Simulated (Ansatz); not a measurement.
Ansatz (a quantum-chemistry and plane-wave program) input (CCSD(T)/6-31G):

Ansatz 0.2 input:
```yaml
crystal:
  periodic: [false, false, false]
  atoms:
    - {symbol: C, position_ang: [0.00227663, 1.20322040, 0.44486336]}
    - {symbol: C, position_ang: [-0.00323775, -1.10658101, 0.32114868]}
    - {symbol: C, position_ang: [0.75429655, 0.05058455, -0.25644294]}
    - {symbol: C, position_ang: [-0.75323020, 0.05431008, -0.25880444]}
    - {symbol: H, position_ang: [0.00551906, 2.07512735, -0.24949554]}
    - {symbol: H, position_ang: [-0.00521134, -1.21291184, 1.41329693]}
    - {symbol: H, position_ang: [-0.00467620, -2.04349842, -0.23866461]}
    - {symbol: H, position_ang: [1.26715092, -0.01708750, -1.21288037]}
    - {symbol: H, position_ang: [-1.26341383, -0.01083375, -1.21684443]}
basis:
  gaussian:
    orbitals: 6-31G
total_charge: -1
magnetization: {spin_polarized: false}
correlation: {method: ccsd_t, electrons: outside_noble_gas}
```

Output:

```
Functional definition: HF
integrals: 0.02 GiB planned
668 factors; integrals over basis functions are off by at most 2.1e-4 eV
mean field: 0.11 GiB planned
mean field evaluation 1: about -4190.6251 eV, gradient 2.3e1 eV
mean field evaluation 2: about -4190.6289 eV, gradient 2.3e1 eV
mean field evaluation 4: about -4192.5382 eV, gradient 2.9e0 eV
mean field evaluation 8: about -4192.5804 eV, gradient 1.1e-2 eV
mean field evaluation 16: about -4192.5738 eV, gradient 5.7e-1 eV
mean field -4192.58041646 eV, -154.0744884720 hartree, gradient 1.3e-6 eV, S^2 0.000000; 0 other end points of the search recorded, 0 dependent functions left out
4 core orbitals not correlated
reference -4192.58041646 eV, -154.0744884720 hartree; 11, 11 occupied and 31, 31 virtual orbitals, 668 factors
second order -9.86679101 eV of doubles, -0.00000000 eV of singles
coupled cluster: 0.10 GiB planned
cycle   1  -10.40315812 eV  change   -5.4e-1 eV  update   7.8e-2
cycle   2  -10.77113468 eV  change   -3.7e-1 eV  update   2.8e-2
cycle   3  -10.83338696 eV  change   -6.2e-2 eV  update   1.1e-2
cycle   4  -10.83481221 eV  change   -1.4e-3 eV  update   4.0e-3
cycle   5  -10.83477038 eV  change    4.2e-5 eV  update   2.0e-3
cycle   6  -10.83400412 eV  change    7.7e-4 eV  update   7.9e-4
cycle   7  -10.83368803 eV  change    3.2e-4 eV  update   3.1e-4
cycle   8  -10.83372775 eV  change   -4.0e-5 eV  update   1.3e-4
cycle   9  -10.83376101 eV  change   -3.3e-5 eV  update   4.3e-5
cycle  10  -10.83375340 eV  change    7.6e-6 eV  update   1.7e-5
perturbative correction -0.35620615 eV, -0.0130903347 hartree
Total energy: -4203.77037602 eV, -154.4857119009 hartree
```

It need not be the lowest isomer of its formula. Whether it binds its extra electron was not tested at this geometry.
